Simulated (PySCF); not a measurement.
# SF: bond curves at several levels of theory

The task here is to estimate one member of a computed series from the others.

Program: PySCF 2.14.0. Level of theory: S pcseg-1, F pcseg-1, no relativity. These are calculated values, not measurements.

Set-up of the first run:

A driver script around PySCF takes these settings:

- atoms: S, F
- charge: 0
- basis: S pcseg-1, F pcseg-1
- Hamiltonian: no relativity
- basis functions: 32
- electrons treated: 25
- masses in u: 31.9721, 18.9984
- levels: PBE0, PBE, r²SCAN, MN15, PW91, TPSS, LC-ωPBE, HF, MP2, SCS-MP2, CCSD, CCSD(T)
- grid: 80 radial by 434 angular points
- occupations: held fixed by the projection of orbital angular momentum
- dissociation limit: S + F, each in its ground configuration
- starting distance in angstrom: 1.600
- values of 2S to try: 1, 3

Run with:

```console
$ OMP_NUM_THREADS=1 python dia.py task.json out
```

Steps of the session up to this table: The job; PBE0 along the bond; Higher solutions at PBE0; PBE (GGA); r²SCAN (meta-GGA); MN15; PW91; TPSS; LC-ωPBE; UHF; Correlated methods on the Hartree–Fock reference.

One table of the session follows, with a row left open; its other results are not shown here.

It belongs to the step «Constants by level of theory». 

| level | Re (Å) | ωe (cm⁻¹) | De (eV) |
| --- | --- | --- | --- |
| UHF | 1.620 | 872 | 1.06 |
| UHF-MP2 | 1.656 | 804 | 3.05 |
| UHF-SCS-MP2 | ? | ? | ? |
| UHF-CCSD | 1.657 | 800 | 2.70 |
| UHF-CCSD(T) | 1.663 | 782 | 2.81 |
| PBE | 1.663 | 780 | 3.82 |
| PW91 | 1.661 | 781 | 3.85 |
| TPSS | 1.661 | 784 | 3.57 |
| r²SCAN | 1.649 | 803 | 3.42 |
| PBE0 | 1.637 | 830 | 3.30 |
| MN15 | 1.623 | 852 | 3.45 |
| LC-ωPBE | 1.629 | 862 | 3.35 |

**Question.** Estimate the row for UHF-SCS-MP2.

As computed: Re (Å): 1.660; ωe (cm⁻¹): 791; De (eV): 2.92. In the column «Re (Å)» it lies between UHF-CCSD (1.657) and PW91 (1.661).

De is counted to S + F in their ground configurations.
